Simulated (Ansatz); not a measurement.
Born–Oppenheimer molecular dynamics of BClH$_{3}$ (5 atoms, charge 0, multiplicity 2). It starts from a rough guess of a transition structure, not a stationary point.

The calculation used UKS B3LYP-D4/def2-SVP (Ansatz).

| Item | Value |
| --- | --- |
| ensemble | NVE (velocity Verlet) |
| time step | 0.5 fs |
| steps asked | 150 |
| starting velocities drawn for | 100 K |
| seed | 102387 |

First frame:

```xyz
5
Properties=species:S:1:pos:R:3
H -0.315 -1.034 0.599
B 0.032 0.341 0.083
Cl 0.152 -1.048 -1.104
H 1.059 0.746 0.462
H -0.928 0.995 -0.039
```

Problem. How far do the bonds stretch over the last three quarters of this one trajectory? (Pairs bonded in most of those frames.)

Solution. 
```tsv
bond	mean (Å)	spread (Å)	shortest	longest
H1–B2	1.371	0.117	1.15	1.53
B2–Cl3	1.792	0.018	1.77	1.82
B2–H4	1.266	0.057	1.17	1.36
B2–H5	1.211	0.026	1.17	1.25
```

Mean temperature of the second half: 993 K. The conserved energy stayed within 0.32 meV per atom of its start (net change -0.019 meV per atom), so the integration is sound. The system heated up, since it started high on the potential surface and ran downhill. A run of 0.075 ps of so small a system gives no equilibrium averages.

Time of the run: 3.6 min on 1 thread of Arm Neoverse V1 (shared host), peak memory 0.1 GiB.
